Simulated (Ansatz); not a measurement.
**Al2H2 (singlet): trial inputs and their diagnosis at angle Al2–Al1–H3 = 142.1°**

4 inputs are run for Al2H2 (singlet) as typed; the log has to tell whether the result can be used and what must change.

Method: the settings change from run to run; program: Ansatz 0.2.0, Gaussian basis.

11 further runs of the same task are left out: 2 for a mislabelled method, 7 that didn't finish, 2 set aside as unsound or not needed.

## (1) What is computed

The geometry derives from a PBE0/def2-TZVP stationary point (not a proven minimum). One angle is set to the value named; bond lengths are kept.

4 atoms, charge 0, spin multiplicity 1.

Atoms are counted from 1 here; the program's logs count them from 0.

Bond lengths: Al1–Al2 2.635 Å, Al1–H3 1.622 Å, Al2–H4 1.622 Å. Angles: Al2–Al1–H3 142.1°, Al1–Al2–H4 120.2°.

As a file:

```mol
Al2H2
  3D, bonds by distance, orders not assigned

  4  3  0  0  0  0  0  0  0  0999 V2000
    0.0000    0.1044    1.3049 Al  0  0
    0.0000   -0.0911   -1.3226 Al  0  0
    0.0000    1.1932    2.5076 H   0  0
    0.0000   -1.5498   -2.0327 H   0  0
  1  2  8  0
  1  3  8  0
  2  4  8  0
M  END
```

## (2) Input 1

Contents of in.yaml:

```yaml
crystal:
  periodic: [false, false, false]
  atoms:
    - {symbol: Al, position_ang: [0.000000, 0.104383, 1.304862]}
    - {symbol: Al, position_ang: [0.000000, -0.091061, -1.322605]}
    - {symbol: H, position_ang: [0.000000, 1.193218, 2.507615]}
    - {symbol: H, position_ang: [0.000000, -1.549825, -2.032663]}
basis:
  gaussian: {orbitals: 6-31G}
magnetization: {spin_polarized: false}
hamiltonian: {xc: {name: B3LYP}}
correlation: {method: fic_mrcisd_q, electrons: outside_noble_gas, diis_vectors: 1}
```

On the command line:

```bash
$ ansatz run in.yaml --threads 1 --pin off --events-out ev --progress --plain --max-ram 2393MiB
```

The program printed:

```text
Error: "diis_vectors" apply only to coupled cluster; leave them out
```

Run time: 0.03 s. Hardware: 1 thread of Arm Neoverse V1, shared host.

**Diagnosis.** The run was refused. It says: «"diis_vectors" apply only to coupled cluster».

## (3) Input 2

Contents of in.yaml:

```yaml
crystal:
  periodic: [false, false, false]
  atoms:
    - {symbol: Al, position_ang: [0.000000, 0.104383, 1.304862]}
    - {symbol: Al, position_ang: [0.000000, -0.091061, -1.322605]}
    - {symbol: H, position_ang: [0.000000, 1.193218, 2.507615]}
    - {symbol: H, position_ang: [0.000000, -1.549825, -2.032663]}
basis:
  gaussian: {orbitals: 6-31G}
magnetization: {spin_polarized: false, initial_magnetization: 1}
correlation: {method: sc_nevpt2, electrons: all, active_space: {window: {electrons: 6, orbitals: 3}}}
output: {forces: true}
```

Launched as before.

The program printed:

```text
Error: a molecule whose nuclei and cores have a total charge of 28 cannot have a net charge of 0 together with 1 unpaired electrons
```

Wall time 0.03 s (1 thread of Arm Neoverse V1, shared host).

What is wrong: The run was refused. The number of unpaired electrons doesn't fit the electron count. Cure: make charge and initial_magnetization agree.

## (4) Input 3

Contents of in.yaml:

```yaml
crystal:
  periodic: [false, false, false]
  atoms:
    - {symbol: Al, position_ang: [0.000000, 0.104383, 1.304862]}
    - {symbol: Al, position_ang: [0.000000, -0.091061, -1.322605]}
    - {symbol: H, position_ang: [0.000000, 1.193218, 2.507615]}
    - {symbol: H, position_ang: [0.000000, -1.549825, -2.032663]}
basis:
  gaussian: {orbitals: 6-31G}
magnetization: {spin_polarized: false}
hamiltonian: {xc: {name: PBE}}
correlation: {method: fic_mrcisd_q, electrons: all}
```

Launched as before.

The program printed:

```text
Error: this correlation method needs an active space: name one as the reference
```

It took 0.03 s on 1 thread of Arm Neoverse V1, shared host.

Diagnosis: The run was refused. This method needs an active space and has none. To mend it, add an active_space block.

## (5) Input 4

Contents of in.yaml:

```yaml
crystal:
  periodic: [false, false, false]
  atoms:
    - {symbol: Al, position_ang: [0.000000, 0.104383, 1.304862]}
    - {symbol: Al, position_ang: [0.000000, -0.091061, -1.322605]}
    - {symbol: H, position_ang: [0.000000, 1.193218, 2.507615]}
    - {symbol: H, position_ang: [0.000000, -1.549825, -2.032663]}
basis:
  gaussian: {orbitals: STO-3G, point_charges: [{charge: -1.00, position_ang: [3.027, -0.295, 0.920]}]}
correlation: {active_space: {ras: {orbitals: [4, 0, 6], electrons: 28, max_holes: 2, max_particles: 2}, fixed_orbitals: true}}
accuracy: high
output: {forces: true}
```

Launched as before.

The program printed:

```text
Functional definition: HF
  name "HF"
  cite "Fock, Z. Phys. 61, 126 (1930) doi:10.1007/BF01340294"
  parent pbe
  exchange = exact_x
  correlation = 0
331 factors; integrals over basis functions are off by at most 1.5e-8 eV
mean field evaluation 1: about -13033.8820 eV, gradient 1.5e1 eV
mean field evaluation 2: about -13033.9059 eV, gradient 1.5e1 eV
mean field evaluation 4: about -13035.3018 eV, gradient 7.4e-1 eV
mean field evaluation 8: about -13035.3053 eV, gradient 2.4e-5 eV
mean field -13035.30527152 eV, -479.0386330812 hartree, gradient 9.4e-9 eV, S^2 0.000000; 0 other end points of the search recorded, 0 dependent functions left out
reference -13035.30527152 eV, -479.0386330812 hartree; 14, 14 occupied and 6, 6 virtual orbitals, 331 factors
Error: 28 electrons in 10 orbitals form no window around the highest filled level of the reference
```

Wall time 0.12 s (1 thread of Arm Neoverse V1, shared host).

What is wrong: The run stopped with an error. The electron count of the restricted space is wrong. To mend it, count the correlated electrons again.

## (6) Summary

| input | level | ended | cause | time |
| --- | --- | --- | --- | --- |
| 1 | 'fic_mrcisd_q'/6-31G | refused | "diis_vectors" apply only to coupled cluster | 0.03 s |
| 2 | NEVPT2(6,3)/6-31G | refused | the number of unpaired electrons doesn't fit the electron count | 0.03 s |
| 3 | 'fic_mrcisd_q'/6-31G | refused | this method needs an active space and has none | 0.03 s |
| 4 | CISD/STO-3G | stopped by an error | the electron count of the restricted space is wrong | 0.12 s |

3 refused, 1 stopped by an error.
